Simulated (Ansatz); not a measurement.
One change: `CC#CO` becomes `CC#CS`.

Ansatz, PBE0-D4/def2-TZVP geometries, multiplicity 1. Each molecule was computed in one conformer, which needn't be the lowest.

```json
{"property": "HOMO energy (ωB97M-V/def2-TZVPP) / eV", "`CC#CO`": "-8.97"}
{"property": "size of the dipole moment (PBE/def2-TZVPP) / D", "`CC#CO`": "1.46"}
{"property": "HOMO–LUMO gap (B3LYP/def2-TZVPP) / eV", "`CC#CO`": "6.67"}
{"property": "LUMO energy (ωB97M-V/def2-TZVPP) / eV", "`CC#CO`": "2.07"}
{"property": "HOMO energy (PBE0/def2-TZVPP) / eV", "`CC#CO`": "-6.71"}
{"property": "size of the dipole moment (B3LYP/def2-TZVPP) / D", "`CC#CO`": "1.49"}
```

Problem. Give the same properties after the change, and the shifts. (An estimate is asked.)

Solution. Ansatz gave: 
```csv
property,`CC#CS`,shift
HOMO energy (ωB97M-V/def2-TZVPP) / eV,-8.59,0.38
size of the dipole moment (PBE/def2-TZVPP) / D,1.28,-0.18
HOMO–LUMO gap (B3LYP/def2-TZVPP) / eV,6.04,-0.63
LUMO energy (ωB97M-V/def2-TZVPP) / eV,2.02,-0.05
HOMO energy (PBE0/def2-TZVPP) / eV,-6.49,0.22
size of the dipole moment (B3LYP/def2-TZVPP) / D,1.28,-0.21
```

With PBE0 the HOMO rises by 0.22 eV and the LUMO falls by 0.57 eV, so the gap narrows by about 0.79 eV. PBE moves the HOMO by 0.07 eV and ωB97M-V by 0.38 eV. Dipoles are sizes alone; their direction can turn.

B3LYP here is the variant with VWN-RPA as its local correlation; programs differ in this.
